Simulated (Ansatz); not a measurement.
**SiO (singlet): from Hartree-Fock to the top rungs, cc-pVDZ**

An exercise on one series of results from a longer session: the logs are not shown, and one member is left open.

Program: Ansatz 0.2.0, Gaussian basis. Level of theory: cc-pVDZ, core rule «outside noble gas», up to 6 orbitals frozen. These are calculated values, not measurements.

To be run: UHF; CCSD(T) on RHF; BCCD(T) on RHF; CISD; CCSDT(Q) on RHF; CCSDTQ on RHF; CASSCF and MRCISD+Q, 10 electrons in 8 orbitals; CASSCF and NEVPT2, 10 electrons in 8 orbitals.

7 further runs of the same task are left out: 4 that didn't finish, 3 set aside as unsound or not needed.

## The system

The geometry is a PBE0/def2-TZVP stationary point (not a proven minimum).

2 atoms, charge 0, spin multiplicity 1.

Atoms are counted from 1 here; the program's logs count them from 0.

Bond lengths: Si1–O2 1.509 Å.

Set-up of the first run:

Contents of in.yaml:

```yaml
crystal:
  periodic: [false, false, false]
  atoms:
    - {symbol: Si, position_ang: [0.000000, 0.000000, 0.000000]}
    - {symbol: O, position_ang: [0.000000, 0.000000, 1.508831]}
basis:
  gaussian: {orbitals: cc-pVDZ}
magnetization: {spin_polarized: true, initial_magnetization: 0}
hamiltonian: {xc: hf}
output: {orbitals: {seedname: orbitals}}
```

Launch:

```bash
> ansatz run in.yaml --threads 1 --pin off --events-out ev --progress --plain --max-ram 2176MiB
```

Among the steps run: UHF; CCSD(T) on RHF; BCCD(T) on RHF; CISD; CCSDT(Q) on RHF; CCSDTQ on RHF; CASSCF and MRCISD+Q, 10 electrons in 8 orbitals; CASSCF and NEVPT2, 10 electrons in 8 orbitals.

One of the session's tables, all rows but one given; the rest of the session is left out.

| method | from RCCSDTQ (kJ/mol) |
| --- | --- |
| RHF | +767.1 |
| RMP2 | +50.7 |
| CISD | +91.3 |
| RCCSD | +35.5 |
| RCCSD(T) | +5.2 |
| BCCD(T) | +4.7 |
| RCCSDT | +3.5 |
| RCCSDT(Q) | -1.0 |
| RCCSDTQ | 0 |
| CASSCF valence | +441.5 |
| NEVPT2 valence | ? |
| MRCISD valence | +32.5 |
| MRCISD+Q valence | +7.8 |

**Question.** Estimate the row for NEVPT2 valence.

**Answer.** from RCCSDTQ (kJ/mol): +109.5. In the column «from RCCSDTQ (kJ/mol)» it lies between CISD (+91.3) and CASSCF valence (+441.5).

With the free atoms at the same levels and basis (separate runs), the atomisation energy is 6.977 eV at RCCSDTQ, 6.941 eV at RCCSD(T), 4.018 eV at RHF.
